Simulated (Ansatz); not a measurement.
A made-up structure of B2NH4, doublet:

B1  (-1.348, -0.159, -0.821)
B2  (0.950, -0.288, 0.671)
N3  (-0.025, 0.360, -0.100)
H4  (-2.349, -0.392, -1.403)
H5  (0.081, 1.361, -0.264)
H6  (1.852, 0.268, 1.117)
H7  (0.932, -1.410, 0.919)
(Å)

It is relaxed with PBE-D4/def2-SVP and then PBE0-D4/def2-TZVP (Ansatz 0.2.0). Atoms count as bonded within 1.22 times the sum of their covalent radii (H–H: 0.88 Å). The end point is not checked to be a true minimum.

Problem. Does its bonding change? (Judge from chemistry; the calculation decides.)

Solution. Computed: No: no bond forms or breaks.

Where it ends: The first stage lowers the energy by 1.28 eV in 7 steps. It ends as B₂NH₄ ([BH][NH][BH2]):
```
atom    x (Å)    y (Å)    z (Å)
  B1  -1.2120  -0.4552  -0.6651
  B2   0.9160  -0.2942   0.6509
  N3  -0.1249   0.2616  -0.1406
  H4  -2.0893   0.0119  -1.3311
  H5  -0.0721   1.2559  -0.3381
  H6   1.7919   0.4198   1.0427
  H7   0.8828  -1.4598   0.9003
```

Labels in which every atom is bracketed show which atoms are joined, not bond orders.

For scale, one of the runs: PBE0-D4/def2-TZVP relaxation, 117 basis functions, launched by `ansatz run in.yaml --threads 2 --pin off --events-out ev --progress --plain --max-ram 4352MiB`. Hardware: 2 CPU threads of an AMD EPYC 7B13, shared host. Wall time about 12 s.
